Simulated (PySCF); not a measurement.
**A small calculation by hand: oscillator strength and radiative lifetime**

C₄H₄N₂, SMILES c1cnccn1.

The structure is a stationary point at PBE0-D3(BJ)/def2-SVP.

PySCF with TDDFT-ωB97X/def2-SVPD puts the first singlet state with f over 0.02 at 5.49 eV (vertical), with the transition dipole (0.000, -0.939, 0.000) in atomic units.

Find the oscillator strength, the wavelength and the radiative lifetime that this transition would have in vacuum if emission retraced absorption.


|μ|² = 0.8817 au, so |μ| = 2.39 D. ΔE = 5.49/27.211 = 0.2018 hartree. f = (2/3) ΔE |μ|² = 0.119 (the program prints 0.119).
λ = 1239.84/5.49 = 226 nm; ν = 44280 cm⁻¹.
Einstein's coefficient A = 0.6670 ν² f s⁻¹ (ν in cm⁻¹) = 1.6e8 s⁻¹, so τ = 1/A = 6.4 ns. This state is S3; the lower singlets have f = 0.006, 0.000. The figure is the radiative limit of this one transition; relaxation, internal conversion, crossing to triplets and a medium change what is measured.
